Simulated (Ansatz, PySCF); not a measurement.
Energy landscape of H2S, singlet: symmetric bend, bond length relaxed. Scanned: H-S-H angle. Other coordinates (S-H bond length) were minimised at PBE0/def2-TZVP.

Levels: RKS-PBE/aug-cc-pVQZ = restricted PBE/aug-cc-pVQZ run with Ansatz (a quantum-chemistry and plane-wave program); B3LYP/def2-TZVP (PySCF); CCSD(T)/aug-cc-pVQZ = CCSD(T) on RHF/aug-cc-pVQZ, frozen core (Ansatz).

Energies relative to the lowest point of each profile, in kJ/mol; the last columns give the difference from CCSD(T):

| a / ° | RKS-PBE/aug-cc-pVQZ | B3LYP | CCSD(T)/aug-cc-pVQZ | RKS-PBE/aug-cc-pVQZ − CCSD(T)/aug-cc-pVQZ | B3LYP − CCSD(T)/aug-cc-pVQZ |
|---|---|---|---|---|---|
| 180 | 272.7 | 294.3 | 288.0 | -15.3 | 6.2 |
| 167 | 251.5 | 270.0 | 264.3 | -12.7 | 5.7 |
| 157 | 212.4 | 226.1 | 221.6 | -9.2 | 4.4 |
| 147 | 164.3 | 173.3 | 170.5 | -6.2 | 2.8 |
| 137 | 115.9 | 121.1 | 119.7 | -3.8 | 1.4 |
| 127 | 72.7 | 75.1 | 74.5 | -1.9 | 0.5 |
| 117 | 37.8 | 38.3 | 38.3 | -0.5 | 0.1 |
| 107 | 13.2 | 12.9 | 12.9 | 0.3 | -0.1 |
| 97 | 0.3 | 0.0 | 0.0 | 0.3 | 0.0 |
| 87 | 0.0 | 0.8 | 0.5 | -0.5 | 0.3 |
| 77 | 12.9 | 15.9 | 15.1 | -2.2 | 0.8 |
| 67 | 39.0 | 45.3 | 43.7 | -4.7 | 1.6 |
| 60 | 64.7 | 73.7 | 71.4 | -6.7 | 2.3 |

RKS-PBE/aug-cc-pVQZ is furthest from CCSD(T)/aug-cc-pVQZ at 180 (-15.3 kJ/mol, below); its mean absolute difference over the points is 4.9 kJ/mol.

B3LYP is furthest from CCSD(T)/aug-cc-pVQZ at 180 (6.2 kJ/mol, above); its mean absolute difference over the points is 2.0 kJ/mol.
